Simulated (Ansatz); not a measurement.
## Which is lower?

Two relaxed structures of BSiH$_{6}$O (charge +1), singlet (PBE0-D4/def2-TZVP; forces vanish, vibrations not checked).

A:

B1  (-1.122, 0.681, -1.019)
Si2  (0.577, 0.489, 0.020)
O3  (0.453, -1.174, 0.819)
H4  (-1.990, -0.133, -0.962)
H5  (-1.247, 1.652, -1.694)
H6  (0.738, 1.367, 1.197)
H7  (1.839, 0.282, -0.717)
H8  (1.150, -1.557, 1.372)
H9  (-0.398, -1.607, 0.983)
(Å)

B:

```
9
angstrom
B -0.7854 0.7751 -1.1930
Si 0.4435 0.4048 0.3391
O 0.5288 -0.9958 1.0515
H -1.5582 0.0651 -1.7412
H -0.5249 1.9179 -1.4061
H 1.2582 1.5540 0.7404
H 0.3733 0.1120 -1.2531
H 1.0842 -1.2679 1.7900
H -1.1300 0.7066 0.0964
```

Computed with Ansatz 0.2.0 (basis: def2-TZVPP); correlated methods freeze the cores. B3LYP uses VWN-RPA correlation.

(1) Which structure is lower at CCSD(T), and by how much? (To be estimated.)

(2) Do the other methods give the same order? (Judge from chemistry; the calculation decides.)

T1 diagnostic: at most 0.014.

## Answers

(1) Computed: B, by 9.88 kcal/mol (electronic energy, against the other). By their contacts, A is BSiH₆O ([BH2][SiH2][OH2]), total charge +1 and B is BSiH₆O ([OH][SiH]12[H][BH2]1[H]2), total charge +1.

(2) The calculation gives: Not all: HF gives the other order.

```json
{"method": "PBE-D4", "E(B) − E(A) (kcal/mol)": "-15.18"}
{"method": "r2SCAN-D4", "E(B) − E(A) (kcal/mol)": "-15.33"}
{"method": "PBE0-D4", "E(B) − E(A) (kcal/mol)": "-12.58"}
{"method": "B3LYP-D4", "E(B) − E(A) (kcal/mol)": "-9.63"}
{"method": "wB97M-V", "E(B) − E(A) (kcal/mol)": "-10.85"}
{"method": "HF", "E(B) − E(A) (kcal/mol)": "1.92"}
{"method": "MP2", "E(B) − E(A) (kcal/mol)": "-12.23"}
{"method": "CCSD", "E(B) − E(A) (kcal/mol)": "-8.03"}
{"method": "CCSD(T)", "E(B) − E(A) (kcal/mol)": "-9.88"}
```

Labels in which every atom is bracketed show which atoms are joined, not bond orders.

For scale, one of the runs: CCSD(T)/def2-TZVPP, 188 basis functions, launched by `ansatz run in.yaml --threads 2 --pin off --events-out ev --progress --plain --max-ram 4352MiB`. Hardware: 2 CPU threads of an Arm Neoverse V2, shared host. Wall time 33 s; peak host memory 1.9 GiB.
